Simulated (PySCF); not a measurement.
Coordinates in bohr (charge 0 multiplicity 1):
```
Al   -1.1286    0.0000   -0.1315
O    -4.1574    0.0000   -0.4844
Cl    2.7724    0.0000    0.3230
```

All numbers come from PBE in PySCF with Al def2-TZVP, O def2-TZVP, Cl def2-TZVP; no relativity; density-fitted integrals.

This geometry of AlOCl is a stationary point at this level.

(1) What is the point group?

(2) Is it a minimum?

(3) Which band is strongest in the infrared?

(4) What is the atomisation energy, with and without zero-point energy?

## Answers

(1) C∞v.

(2) Yes: all harmonic wavenumbers are real.

(3) 168 cm⁻¹ (π), 111 km/mol.

(4) 971 kJ/mol without, 960 kJ/mol with.

Only a few start shapes were tried, so a lower isomer may exist.
